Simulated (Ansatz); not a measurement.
Basis-set extrapolation for C2H2Cl2O, SMILES `OC=C(Cl)Cl` (PBE0-D4/def2-TZVP geometry, frozen core, Ansatz). Multiplicity 1, RHF reference.

```tsv
	def2-TZVPP	def2-QZVPP
HF	-1070.809833	-1070.842279
MP2 correlation	-0.934396	-1.013984
CCSD(T) correlation	-1.015589	not run
```

Energies in hartree. Use E(X) = E(∞) + A·exp(−7.88·√X) for Hartree–Fock and E(X) = E(∞) + B·X^(−2.97) for correlation, with X = 3 and 4, and add CCSD(T) minus MP2 of the smaller set to the MP2 limit.

What is the CCSD(T) energy at the basis-set limit?

HF limit: -1070.842279 + (-0.032446) × 0.13774 = -1070.84675. MP2 limit: -1.013984 + (-0.079588) × 0.74074 = -1.07294. Higher-order term: -1.015589 − (-0.934396) = -0.08119. Total: -1072.00088 hartree, 4.77 eV below CCSD(T)/def2-TZVPP.
